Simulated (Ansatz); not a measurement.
## SiH2OF (SMILES O[SiH]F): methods side by side

The species is SiH2OF (5 atoms), meant as a doublet with charge 0. As SMILES, `O[SiH]F`. The shape is that of a PBE0-D4/def2-TZVP optimisation. This is one conformer, not always the lowest.

```xyz
5

O    -0.6152   -0.8846   -0.2763
Si    0.2839    0.2457    0.4931
F     0.2070    1.6465   -0.2831
H    -1.5645   -0.7651   -0.3380
H     1.6888   -0.2426    0.4044
```

Each level gives the energy change with the O1–Si2 bond stretched from 1.636 to 3.273 Å (eV). The values are calculated.

| level | kind | program | value (eV) | less FCI/STO-3G | CPU time (all runs) |
| --- | --- | --- | --- | --- | --- |
| UHF/STO-3G | Hartree–Fock | Ansatz | 2.47 | -0.23 | 0.52 s |
| UPBE/STO-3G | GGA | Ansatz | 3.71 | +1.01 | 5.6 s |
| UPBE0/STO-3G | global hybrid | Ansatz | 3.57 | +0.87 | 6.8 s |
| UCAM-B3LYP/STO-3G | range-separated hybrid | Ansatz | 3.61 | +0.91 | 8 s |
| UB2PLYP/STO-3G | double hybrid | Ansatz | 3.19 | +0.49 | 8 s |
| RPA@PBE/STO-3G | RPA | Ansatz | 2.54 | -0.16 | 7.2 s |
| UMP2/STO-3G | perturbation theory | Ansatz | 2.79 | +0.09 | 0.7 s |
| UCCSD(T)/STO-3G | coupled cluster or CI | Ansatz | 2.69 | -0.01 | 1.2 s |
| UCCSDT(Q)/STO-3G | coupled cluster or CI | Ansatz | 2.69 | -0.01 | 6.3 s |
| FCI/STO-3G | exact in the basis | Ansatz | 2.70 | 0.00 | 57 s |

FCI/STO-3G is exact within its basis and frozen core, so for wave-function methods in that basis the difference is their error; functionals converge differently with the basis, so for them it is only a difference. The first shape isn't each level's own minimum. The values span 2.47 to 3.71 eV. All rows use very small basis sets, so even the best lies far from the true value. Times are those of the runs behind each value, whatever else they computed, on shared processors of several kinds: orders of magnitude only.
